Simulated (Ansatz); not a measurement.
# BH₄NSi (SMILES B1N[SiH2]1): functionals against CCSD(T) at one geometry

Aim: energy, forces and dipole at a structure displaced at random from a GFN2-xTB minimum, from CCSD(T) and from density functionals.

The runs use Ansatz 0.2.0, Gaussian basis; single points in def2-TZVPP.

Cores are frozen in the correlated methods.

### 1 Where the work starts

SMILES `B1N[SiH2]1`, 7 atoms, charge 0, spin multiplicity 1.

Atoms are counted from 1 here; the program's logs count them from 0.

Bond lengths: B1–N2 1.338 Å, B1–Si3 1.890 Å, B1–H4 1.189 Å, N2–Si3 1.793 Å, N2–H5 1.052 Å, Si3–H6 1.548 Å, Si3–H7 1.453 Å. Angles: N2–B1–Si3 64.9°, N2–B1–H4 135.6°, Si3–B1–H4 159.5°, B1–N2–Si3 72.7°, B1–N2–H5 138.3°, Si3–N2–H5 149.0°, B1–Si3–N2 42.5°, B1–Si3–H6 119.3°, B1–Si3–H7 125.9°, N2–Si3–H6 104.8°, N2–Si3–H7 108.8°, H6–Si3–H7 111.6°.

As a file:

```mol
BH4NSi
  3D, bonds by distance, orders not assigned

  7  7  0  0  0  0  0  0  0  0999 V2000
   -0.9566   -0.4754   -0.2524 B   0  0
    0.0302    0.2268   -0.8207 N   0  0
    0.4701   -0.0173    0.9000 Si  0  0
   -1.9751   -0.9637   -0.6249 H   0  0
    0.2648    0.6323   -1.7630 H   0  0
    0.5331    1.4088    1.4984 H   0  0
    1.7615   -0.6802    0.9629 H   0  0
  1  2  8  0
  1  3  8  0
  1  4  8  0
  2  3  8  0
  2  5  8  0
  3  6  8  0
  3  7  8  0
M  END
```

### 2 CCSD(T)/def2-TZVPP

Contents of run/in.yaml:

```yaml
crystal:
  periodic: [false, false, false]
  atoms:
    - {symbol: B, position_ang: [-0.956600, -0.475400, -0.252400]}
    - {symbol: N, position_ang: [0.030200, 0.226800, -0.820700]}
    - {symbol: Si, position_ang: [0.470100, -0.017300, 0.900000]}
    - {symbol: H, position_ang: [-1.975100, -0.963700, -0.624900]}
    - {symbol: H, position_ang: [0.264800, 0.632300, -1.763000]}
    - {symbol: H, position_ang: [0.533100, 1.408800, 1.498400]}
    - {symbol: H, position_ang: [1.761500, -0.680200, 0.962900]}
basis:
  gaussian: {orbitals: def2-TZVPP}
correlation: {method: ccsd_t}
output: {forces: true}
```

No record of the launch command was kept for these runs.

### 3 PBE0-D4/def2-TZVPP

run/in.yaml, as its differences from that of step 2:

```diff
@@ -12,3 +12,3 @@
   gaussian: {orbitals: def2-TZVPP}
-correlation: {method: ccsd_t}
-output: {forces: true}
+hamiltonian: {xc: pbe0, dispersion: d4}
+output: {forces: true, orbitals: {seedname: orbitals}}
```

### 4 wB97M-V/def2-TZVPP

run/in.yaml, as its differences from that of step 3:

```diff
@@ -12,3 +12,3 @@
   gaussian: {orbitals: def2-TZVPP}
-hamiltonian: {xc: pbe0, dispersion: d4}
-output: {forces: true, orbitals: {seedname: orbitals}}
+hamiltonian: {xc: {name: wB97M-V}}
+output: {forces: true}
```

### 5 r2SCAN-D4/def2-TZVPP

run/in.yaml, as its differences from that of step 4:

```diff
@@ -12,3 +12,3 @@
   gaussian: {orbitals: def2-TZVPP}
-hamiltonian: {xc: {name: wB97M-V}}
+hamiltonian: {xc: r2scan, dispersion: d4}
 output: {forces: true}
```

### 6 PBE-D4/def2-TZVPP

run/in.yaml, as its differences from that of step 5:

```diff
@@ -12,3 +12,3 @@
   gaussian: {orbitals: def2-TZVPP}
-hamiltonian: {xc: r2scan, dispersion: d4}
+hamiltonian: {xc: pbe, dispersion: d4}
 output: {forces: true}
```

### 7 r2SCAN0-D4/def2-TZVPP

run/in.yaml, as its differences from that of step 6:

```diff
@@ -12,3 +12,3 @@
   gaussian: {orbitals: def2-TZVPP}
-hamiltonian: {xc: pbe, dispersion: d4}
+hamiltonian: {xc: {name: r2SCAN0}, dispersion: d4}
 output: {forces: true}
```

### 8 r2SCANh-D4/def2-TZVPP

run/in.yaml, as its differences from that of step 7:

```diff
@@ -12,3 +12,3 @@
   gaussian: {orbitals: def2-TZVPP}
-hamiltonian: {xc: {name: r2SCAN0}, dispersion: d4}
+hamiltonian: {xc: {name: r2SCANh}, dispersion: d4}
 output: {forces: true}
```

(Steps that only read results are left out.)

Before running it: what results should come out? Wanted: energy less free atoms, CCSD(T)/def2-TZVPP; RMS force component; RMS force error; HOMO and LUMO, PBE0-D4; T1 diagnostic.

As calculated:

| quantity | value |
| --- | --- |
| energy less free atoms, CCSD(T)/def2-TZVPP | -536.7 kcal/mol |
| RMS force component | 0.932 to 1.096 eV/Å over the methods |
| RMS force error | PBE0-D4 0.220, wB97M-V 0.174, r2SCAN-D4 0.190, PBE-D4 0.204, r2SCAN0-D4 0.258, r2SCANh-D4 0.212 eV/Å |
| HOMO and LUMO, PBE0-D4 | -7.30 and -0.57 eV |
| T1 diagnostic | 0.014 |

What this shows: Against CCSD(T) the functionals' energies less atoms differ by -29.9 to -12.6 kcal/mol, PBE-D4 by -29.9 kcal/mol. A larger basis would deepen the CCSD(T) value, while the functionals are nearly converged already, so the order here is not reliable. For forces wB97M-V does best and r2SCAN0-D4 worst. Frozen-core CCSD(T) forces in triple zeta carry basis errors of their own, and this is one geometry, so small gaps rank nothing.
